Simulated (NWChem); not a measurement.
# silicon monoxide (SiO, singlet); SMILES O=[Si]

Computed with NWChem. Low-valent species are run as closed-shell singlets; no triplet was tried in these runs. The level has its own optimisation; frequencies are unscaled.

Task: Estimate the computed values for BP86/def2-TZVP. Quantities: r O–Si (Å); highest harmonic frequency (cm⁻¹); zero-point energy (kcal/mol); dipole (D).

Result: 
```yaml
r O–Si (Å): 1.529
highest harmonic frequency (cm⁻¹): 1199
zero-point energy (kcal/mol): 1.7
dipole (D): 2.88
```
